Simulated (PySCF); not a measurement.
Compound: C₄H₄O (charge -1 and doublet state).
Structure used (GFN2-xTB), in Å, numbered top down from 1:
```
atom  x, y, z in Å
O1    -0.6105   -0.6360    2.0995
C2    -0.2328   -0.1829    0.9887
C3     0.4438    0.9374    0.4853
C4     0.3062    0.5482   -0.8586
C5    -0.3743   -0.7423   -0.4595
H6     0.8724    1.8188    0.9511
H7     0.8257    0.8118   -1.7685
H8     0.1861   -1.6675   -0.6474
H9    -1.4029   -0.8815   -0.8158
```

Identity: `[O-][C]1C=CC1` [radical] (charge -1).

Computed, not measured: PySCF, UKS B3LYP, pcH-1 on C H O, non-relativistic, mean-field spin-orbit, GIAO. Whether the extra electron is bound in the gas phase wasn't checked; a finite basis holds it in any case. A GFN2-xTB geometry isn't a minimum of the functional, and hyperfine couplings can be far from their values at a DFT geometry, by a factor of two or more for some ions and for spin on atoms past the first row. Stability of the SCF solution: not tested.

Q: The isotropic 13C couplings are +86.4, -19.1, -15.9, +11.0 MHz. Assign them to C2; C3; C4; C5.

A: 
```csv
site,a_iso (MHz),ρ(0) (bohr⁻³),position,distance from C4 (Å),spin population,largest |T| (MHz)
C2,+11.0,+0.0098,2 bonds from C4,2.06,+0.17,32.2
C3,-15.9,-0.0141,1 bond from C4,1.41,+0.04,14.0
C4,+86.4,+0.0769,largest spin population,0.00,+0.68,104.6
C5,-19.1,-0.0170,1 bond from C4,1.51,-0.05,1.8
```

Q: The isotropic 1H couplings, averaged over equivalent nuclei, are -29.0, +8.6, -6.0 MHz. Assign them to H6; H7; H8/H9.

A: 
```tsv
site	a_iso (MHz)	ρ(0) (bohr⁻³)	position	distance from C4 (Å)	bound to	spin population there	largest |T| (MHz)
H6	-6.0	-0.0013	β, 2 bonds from C4	2.28	C3	+0.04	7.2
H7	-29.0	-0.0065	α, 1 bond from C4	1.08	C4	+0.68	27.2
H8/H9	+8.6	+0.0019	β, 2 bonds from C4	2.23	C5	-0.05	5.9
```

ρ(0) is the spin density at the nucleus and T the dipolar tensor; entries for several nuclei are means. Largest spin populations (Mulliken): C4 (+0.68), O1 (+0.17) and C2 (+0.17). Three atoms exceed +0.15. The angles at C4 add up to 355.6°, so it is nearly planar; its axial dipolar tensor and the negative coupling of its proton fit spin in a p orbital normal to that plane.

Examples of negative spin density at the nucleus (bohr⁻³): C5 (-0.0170), C3 (-0.0141) and H7 (-0.0065).

Nuclei that the bonding pattern makes equivalent are averaged, as if the motion that swaps them (rotation, inversion, ring flip) were fast.

The SMILES `[O-][C]1C=CC1` draws the unpaired electron on C2, whose computed spin population is only +0.17.
